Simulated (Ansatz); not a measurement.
## Ansatz (development build ahead of 0.2.0) run

```yaml
crystal:
  periodic: [false, false, false]
  atoms:
    - { symbol: C, position_ang: [0.02006, -0.61821, -0.68572] }
    - { symbol: C, position_ang: [-0.02121, -0.62436, 0.69616] }
    - { symbol: C, position_ang: [-0.00717, 0.56912, -1.58605] }
    - { symbol: C, position_ang: [-0.02038, 0.54973, 1.61947] }
    - { symbol: H, position_ang: [0.01991, -1.68345, -1.17827] }
    - { symbol: H, position_ang: [-0.03411, -1.66641, 1.1428] }
    - { symbol: H, position_ang: [0.00764, 1.48265, -1.09835] }
    - { symbol: H, position_ang: [0.92231, 0.53278, -2.23572] }
    - { symbol: H, position_ang: [-0.87493, 0.4615, -2.27113] }
    - { symbol: H, position_ang: [-0.02274, 1.46915, 1.09255] }
    - { symbol: H, position_ang: [-0.8685, 0.49896, 2.29452] }
    - { symbol: H, position_ang: [0.85442, 0.50314, 2.20559] }
basis:
  gaussian: { orbitals: STO-3G }
hamiltonian:
  xc: hf
correlation:
  method: mp2
  frozen_orbitals: { C: 1, H: 0 }
```

The input is written out in the form of the current development build from the run's settings.

The run gave:

| Property | Result |
| --- | --- |
| Converged | yes |
| Reference energy | -154.21894 hartree |
| Correlation energy | -0.23088 hartree |
| Total energy | -154.44982 hartree |
| Spin squared of the determinant | 0.000 |
